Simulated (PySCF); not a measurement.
CCl3F: calculation against experiment

**What was measured.**

NIST CCCBDB Release 22 (SRD 101), experimental dipoles lists, for the gas: dipole moment (microwave Stark effect, vibrational ground state) 0.46 ± 0.02 D.

The runs below try to reproduce these values; the comparison stands at the end.

Species: CCl3F.
SMILES with atom numbers: `[F:1][C:2]([Cl:3])([Cl:4])[Cl:5]`

Structure used (PBE0-D3(BJ)/def2-SVP), in Å, numbered top down from 1:
```
atom  x, y, z in Å
F1     0.1321    0.6557   -1.2340
C2     0.0136    0.0277   -0.0716
Cl3    1.2223    0.6726    1.0437
Cl4   -1.6131    0.3079    0.5580
Cl5    0.2800   -1.6997   -0.3327
```

Runs made with PySCF (gas phase, on this PBE0-D3(BJ)/def2-SVP geometry; no spin–orbit coupling):

| level | job | basis functions | wall time |
| --- | --- | --- | --- |
| PBE0-D3(BJ)/def2-SVP, grid level 1 | geometry optimisation from a GFN2-xTB start shaken at random | 82 | 13 s |

Hardware: one thread, Arm Neoverse V2 (aarch64) (shared host).

Results beside the measurements:

**Dipole moment.** Measured: 0.46 D (NIST CCCBDB Release 22 (SRD 101), experimental dipoles).

```csv
level,computed (D),computed − measured (D),% (from the printed values)
PBE0-D3(BJ)/def2-SVP,0.30,-0.16,-35
```

The computed dipoles belong to one fixed geometry; measured ones are averaged over vibrations unless marked μe. Magnitudes are compared, not signs.

The geometry is computed, not the measured one. Where a level misses, the cause wasn't examined.
